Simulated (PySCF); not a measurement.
**Computed properties of acetylene (C2H2), SMILES C#C**

C2H2, SMILES C#C. Geometry: ωB97X-D3(BJ)/def2-TZVPD. Other conformers were not sampled. All values are computed for the isolated molecule unless a solvent is named; none is compared with measurement here.

**Structure.** The optimised structure has D∞h symmetry. All 7 harmonic modes at ωB97X-D3(BJ)/def2-TZVPD (PySCF) are real, so it is a minimum.

**Vibrations.** The strongest infrared lines (harmonic, unscaled, degenerate partners summed) lie at 784 cm⁻¹ (196 km/mol, H 92 %), 3422 cm⁻¹ (85 km/mol, H 92 %). The softest mode is at 703 cm⁻¹ and the zero-point energy is 17.2 kcal/mol.

**Electronic structure.** PBE0/def2-TZVPD (PySCF) places the frontier levels at -8.45 and 0.73 eV, a gap of 9.18 eV, and gives a dipole moment of 0.00 D and a mean polarisability of 23.0 bohr³.

**Excitations.** TDDFT-B3LYP/def2-TZVPD (PySCF) has S1 at 6.75 eV (184 nm, f = 0.000, dark); the most intense of the 10 singlets computed lies at 9.74 eV (f = 0.68). Strengths of degenerate partners are summed. T1 (TDA) is at 5.49 eV. No vertical singlet excitation falls in the visible range (under 3.1 eV).

**NMR.** GIAO shifts at KT2/pcSseg-2 (PySCF) (non-relativistic, atoms alike by connectivity averaged): ¹³C at 67.6 ppm against TMS; ¹H at 1.4 ppm against TMS.
